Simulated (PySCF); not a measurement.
# ClF: bond curves at several levels of theory

An exercise on one series of results from a longer session: the logs are not shown, and one member is left open.

Program: PySCF 2.14.0. Level of theory: Cl cc-pV(T+d)Z, F cc-pVTZ, no relativity. These are calculated values, not measurements.

Set-up of the first run:

The job is set up so:

```
atoms                         : Cl, F
charge                        : 0
basis                         : Cl cc-pV(T+d)Z, F cc-pVTZ
Hamiltonian                   : no relativity
basis functions               : 69
electrons treated             : 26
masses in u                   : 34.9689, 18.9984
levels                        : PBE0, PBE, r²SCAN, BHandHLYP, M06, M06-L, HF, MP2, SCS-MP2, CCSD, CCSD(T)
grid                          : 80 radial by 434 angular points
occupations                   : held fixed by the projection of orbital angular momentum
dissociation limit            : Cl + F, each in its ground configuration
starting distance in angstrom : 1.585
values of 2S to try           : 0, 2
```

Run with:

```console
> OMP_NUM_THREADS=1 python dia.py task.json out
```

Among the steps run: Set-up; PBE0 along the bond; Higher solutions at PBE0; PBE (GGA); r²SCAN; BHandHLYP; M06; M06-L; RHF; Correlated methods on the Hartree–Fock reference.

One of the session's tables, all rows but one given; the rest of the session is left out.

Differences from CCSD(T) in the same basis:

```
      level  Re (mÅ)  ωe (%)
        RHF      -54   +18.2
    RHF-MP2        ?       ?
RHF-SCS-MP2       -2    +1.5
   RHF-CCSD      -11    +4.1
        PBE      +13    -1.4
     r²SCAN       -3    +2.3
      M06-L       -5    +0.3
       PBE0      -19    +6.8
        M06      -20    +5.7
  BHandHLYP      -30   +10.1
```

**Question.** Estimate the row for RHF-MP2.

The run gave: Re (mÅ): -8; ωe (%): +4.0. In the column «Re (mÅ)» it lies between RHF-CCSD (-11) and M06-L (-5).
